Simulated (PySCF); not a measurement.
Consider vinyl acetate, `C=COC(C)=O` (C4H6O2). Coordinates in Å; atoms count from 1 in this order:
```
C    -2.3004    0.1491    1.0531
C    -1.3080   -0.4432    0.3966
O    -0.1498    0.2350    0.1297
C     0.8406   -0.4095   -0.5395
C     2.0145    0.4998   -0.7302
O     0.7572   -1.5457   -0.9111
H    -2.2167    1.1831    1.3941
H    -3.2174   -0.4034    1.2586
H    -1.3237   -1.4717    0.0282
H     2.3910    0.8320    0.2482
H     2.8016   -0.0279   -1.2792
H     1.7037    1.3997   -1.2806
```

Computed at ωB97X-D3(BJ)/def2-TZVP // PBE0-D3(BJ)/def2-SVP with PySCF (density fitting, grid level 2). Thermal corrections: PBE0-D3(BJ)/def2-SVP frequencies, unscaled, ideal gas at 298.15 K and 1 bar, quasi-RRHO entropy.

**Question.** Rank these of its sites by proton affinity, highest first.
A. O6 (carboxyl C=O oxygen)
B. C1 (alkene carbon)

**Answer.** B (844 kJ/mol), A (820 kJ/mol).

**Question.** For O6 (carboxyl C=O oxygen), what are ΔE (electronic) and ΔG(298 K) of removing the proton again?

**Answer.** ΔE = 846 and ΔG = 790 kJ/mol, beside ΔH = 820 kJ/mol. The protonated species is `C=COC(C)=[OH+]`.

**Question.** Of those listed, which site of protonation is favoured in ethanol (IEF-PCM), and by how much?

**Answer.** C1 (alkene carbon), by 16 kJ/mol over O6 (carboxyl C=O oxygen); the gas phase favours the same one.

Known limits: O3 is not listed: the run failed or kept an imaginary mode, or the ion rearranged or equalled another; a site not listed may be the best one.
